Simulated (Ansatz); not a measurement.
# The cluster GeF2−: the relaxed shape and its frontier levels

What does the cluster GeF2− look like as a doublet, and where do its frontier electrons sit?

The runs use Ansatz 0.2.0, Gaussian basis; UKS PBE0-D4/def2-TZVPD.

The runs, in order: relaxation at PBE-D4/def2-TZVPD; a search for the lowest solution at PBE0-D4/def2-SVP; a single point at PBE0-D4/def2-TZVPD; harmonic vibrations at PBE-D4/def2-TZVPD.

## 1. Starting geometry

3 atoms, charge -1, spin multiplicity 2.

Atoms are counted from 1 here; the program's logs count them from 0.

Bond lengths: Ge1–F2 2.106 Å, Ge1–F3 2.105 Å. Angles: F2–Ge1–F3 115.3°.

Coordinates:

```csv
atom,x (Å),y (Å),z (Å)
Ge1,-0.61500,-0.37426,-0.21550
F2,-0.54236,1.72914,-0.14290
F3,1.15736,-1.35488,0.35839
```

The ion is computed in the gas phase, without counter-ions or solvent.

The start is a GFN2-xTB geometry.

## 2. Optimising with PBE-D4/def2-TZVPD

in.yaml

```yaml
crystal:
  periodic: [false, false, false]
  atoms:
    - {symbol: Ge, position_ang: [-0.615000, -0.374260, -0.215500]}
    - {symbol: F, position_ang: [-0.542360, 1.729140, -0.142900]}
    - {symbol: F, position_ang: [1.157360, -1.354880, 0.358390]}
basis:
  gaussian: {orbitals: def2-TZVPD}
total_charge: -1
magnetization: {spin_polarized: true, initial_magnetization: 1}
hamiltonian: {xc: pbe, dispersion: d4}
scf: {lower_state_search: "off"}
output: {orbitals: {seedname: orbitals}}
relax: {f_tol: 0.02, max_steps: 100}
```

The run is started by

```bash
$ ansatz run in.yaml --threads 4 --pin off --events-out ev --progress --plain --max-ram 3916MiB
```

The runs that follow: Searching for the lowest solution, PBE0-D4/def2-SVP; Single point, PBE0-D4/def2-TZVPD; Harmonic vibrations.

Before running them: what should the planned runs give, taken together? Wanted: point group; commonest bond; HOMO, LUMO at PBE0-D4/def2-TZVPD; ⟨S²⟩; lowest, highest wavenumber.

The runs gave:

| quantity | value |
| --- | --- |
| point group | C2v |
| commonest bond | F–Ge, 2 of mean length 1.872 Å |
| HOMO, LUMO at PBE0-D4/def2-TZVPD (over both spins) | 1.13, 4.14 eV |
| ⟨S²⟩ | 0.756 |
| lowest, highest wavenumber | 205, 505 cm⁻¹ |

In words: The molecule keeps its bonding pattern by the stored test; the atoms moved 0.33 Å (rms), and the angle F2–Ge1–F3 went from 115° to 96°. All wavenumbers are real: a minimum at this level. Doubts on the single point: highest occupied level lies above zero. Whether this spin is the lowest isn't tested here.

The anion's highest level is positive in at least one run, so there the basis alone may hold the extra electron.
